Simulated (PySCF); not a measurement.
## Löwdin shares of the frontier orbitals

Compound: C4H11N2 (charge +1).
Atom-mapped SMILES: `[NH2:1][CH2:2][CH:3]1[CH2:4][NH2+:5][CH2:6]1` (hydrogens: H7, H8 on N1; H9, H10 on C2; H11 on C3; H12, H13 on C4; H14, H15 on N5; H16, H17 on C6)

Geometry (GFN2-xTB, Å), atoms numbered from 1 in this order:
```xyz
17
C4H11N2 angstrom
N      1.4380   -0.7227    0.4783
C      1.2738    0.6556   -0.0339
C     -0.2031    0.9169   -0.3566
C     -0.8067   -0.2508   -1.1544
N     -1.0607   -0.9033    0.1544
C     -1.1079    0.4371    0.7905
H      2.0637   -1.2647   -0.1065
H      1.8266   -0.7281    1.4144
H      1.8649    0.8064   -0.9392
H      1.6076    1.3869    0.7046
H     -0.3497    1.9237   -0.7358
H     -1.7285    0.0126   -1.6706
H     -0.1520   -0.8104   -1.8194
H     -0.0299   -1.2240    0.4275
H     -1.8251   -1.5675    0.2713
H     -0.7124    0.4712    1.8037
H     -2.1054    0.8731    0.7618
```

Computed with TDDFT PBE0/def2-SVPD, vertical, gas phase, core orbitals frozen in the response (PySCF 2.14.0, density-fitted response routines).

Kohn–Sham orbitals with the atoms that hold most of them (Löwdin shares over 4%, at most four atoms; ? is withheld):

```json
{"orbital": "HOMO-3", "ε (eV)": "-15.28", "atoms": "C2 19%, C3 18%, N1 17%, C4 10%"}
{"orbital": "HOMO-2", "ε (eV)": "-14.95", "atoms": "C3 27%, H11 17%, N5 13%, C4 9%"}
{"orbital": "HOMO-1", "ε (eV)": "-14.04", "atoms": "?"}
{"orbital": "HOMO", "ε (eV)": "?", "atoms": "N1 42%, N5 11%, C2 10%, C3 8%"}
{"orbital": "LUMO", "ε (eV)": "-3.70", "atoms": "?"}
{"orbital": "LUMO+1", "ε (eV)": "-3.26", "atoms": "C2 12%, H15 11%, N5 7%, H8 7%"}
{"orbital": "LUMO+2", "ε (eV)": "-2.93", "atoms": "H11 9%, H17 9%, H12 9%, H15 8%"}
```

(1) Give the leading atoms of the HOMO-1.

(2) Give the leading atoms of the LUMO.

(3) What is the HOMO energy, and the HOMO–LUMO gap?

## Answers

(1) C3 (bonded to 3 C and H) 21%; C6 (bonded to C, N and 2 H) 18%; C4 (bonded to C, N and 2 H) 18%; C2 (bonded to C, N and 2 H) 13%.

(2) H15 (bonded to N) 15%; C6 (bonded to C, N and 2 H) 10%; C4 (bonded to C, N and 2 H) 10%; N5 (bonded to 2 C and 2 H) 8%. By element: carbon 21% or more, hydrogen 15% or more, nitrogen 8% or more.

(3) ε(HOMO) = -12.46 eV; the gap is 8.76 eV (0.3220 hartree).

The HOMO–LUMO gap is 8.76 eV. Where does the response calculation put the lowest singlet, and from which orbitals?

S1 is at 7.49 eV (f = 0.011), 1.27 eV below the gap, made of HOMO→LUMO (94%). Without the coupling terms of the response equations the lowest excitation would equal the gap.

Give energy, strength and leading configuration of S1, S2 and S5, and follow the Löwdin shares of the leading atoms from the occupied to the empty orbital.

- S1 (7.49 eV, f 0.011), HOMO→LUMO (94%): N1 42% → at most 9%, N5 11% → 8%, H15 at most 8% → 15%, C6 at most 8% → 10%
- S2 (7.92 eV, f 0.0062), HOMO→LUMO+1 (96%): N1 42% → at most 7%, N5 11% → 7%, C2 10% → 12%, H15 at most 8% → 11%
- S5 (9.11 eV, f 0.032), HOMO-1→LUMO (96%): C3 21% → at most 9%, C6 18% → 10%, H15 at most 14% → 15%

The run took 27 s (with the writing of density and orbital grids) on one thread, Arm Neoverse V2 (aarch64), on a shared host, and the process peaked at 0.85 GiB of memory.

One conformer stands for the species.
